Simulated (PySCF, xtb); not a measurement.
**BH4SSi+: where a starting geometry ends**

The starting geometry of this gas-phase singlet was built from a drawn formula by distance geometry and a force field; its bonds are those of `B1[SiH2][SH+]1`.

```
atom    x (Å)    y (Å)    z (Å)
   B  -1.8479  -0.6487  -0.4190
   S  -1.7041  -2.1008   0.8704
  Si  -0.8688  -0.3851   1.3595
   H  -2.3778  -0.1722  -1.3028
   H  -1.6417   0.3798   2.3639
   H   0.5951  -0.3706   1.2727
   H  -0.7008  -2.9673   0.4373
```

Question: Predict what becomes of its bonds when it is optimised with r2SCAN-D4/def2-SVP.

Answer: A bond breaks, leaving `[SiH2+]BS`. Distances that change by over a tenth: B1–S2 (1.95 → 1.74 Å). Contacts that open: S2–Si3 (1.97 → 3.32 Å).

The energy falls by 1.54 eV over 56 steps:

```json
{"step": "1", "E − E(last) (eV)": "1.543"}
{"step": "7", "E − E(last) (eV)": "0.193"}
{"step": "13", "E − E(last) (eV)": "0.159"}
{"step": "19", "E − E(last) (eV)": "0.126"}
{"step": "25", "E − E(last) (eV)": "0.095"}
{"step": "32", "E − E(last) (eV)": "0.016"}
{"step": "38", "E − E(last) (eV)": "0.010"}
{"step": "44", "E − E(last) (eV)": "0.005"}
{"step": "50", "E − E(last) (eV)": "0.001"}
{"step": "56", "E − E(last) (eV)": "0.000"}
```

Final geometry (Å):

```xyz
7

B    -2.4311   -1.3184    2.2358
S    -2.3683   -2.3965    3.6062
Si   -1.3791    0.3362    1.9933
H    -3.1410   -1.4837    1.2667
H    -1.7894    1.6661    2.5131
H    -0.2171    0.3969    1.0698
H    -3.2790   -3.3022    3.1656
```

From the same start GFN2-xTB reaches the same bonding as this run.

No frequencies were run, so the end isn't proven a minimum. Run with PySCF 2.14.0, 3.7 min on 2 threads of Intel(R) Xeon(R) 6975P-C (Granite Rapids) (shared host).
